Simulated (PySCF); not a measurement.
Molecule: SMILES C=C=CC(F)F, C₄H₄F₂.

Geometry:
| atom | x (Å) | y (Å) | z (Å) |
| --- | --- | --- | --- |
| C1 | 1.907 | -0.274 | 0.885 |
| C2 | 0.826 | -0.362 | 0.158 |
| C3 | -0.267 | -0.435 | -0.558 |
| C4 | -1.413 | 0.507 | -0.377 |
| F5 | -2.542 | -0.185 | -0.100 |
| F6 | -1.640 | 1.186 | -1.525 |
| H7 | 1.997 | -0.822 | 1.829 |
| H8 | 2.753 | 0.345 | 0.570 |
| H9 | -0.388 | -1.199 | -1.336 |
| H10 | -1.235 | 1.234 | 0.433 |

Spin–spin couplings on one PBE0-D3(BJ)/def2-SVP geometry, PySCF 2.14.0 with density-fitted response routines, gas phase, non-relativistic, equivalent pairs averaged (spin–dipole term only in couplings to heteroatoms); isotopes 13C, 19F, 1H; functional B3LYP.

Q: How do the couplings (Hz) change with the basis set? Times are CPU seconds on shared hosts with different chips, so compare them loosely. Far from the basis limit: pcJ-0, 6-31G*, def2-TZVP, cc-pVTZ.

A: 
```tsv
basis set	functions	1J(C4,F5)	1J(C3,H9)	1J(C4,H10)	1J(C1,H7)	1J(C2,C3)	1J(C1,C2)	1J(C3,C4)	core-s
pcJ-0	90	-408.5	162.9	161.3	161.1	86.5	84.2	49.2	11
6-31G*	92	-242.9	179.8	189.9	180.9	115.4	111.9	75.2	8.6
def2-TZVP	210	-330.8	171.2	183.5	171.5	111.2	108.2	66.0	36
cc-pVTZ	236	-287.2	162.0	173.5	164.3	139.6	126.2	57.0	42
```

The Fermi-contact term samples the wavefunction at the nucleus, which is why sets with added tight s functions (names with J) are made for couplings.
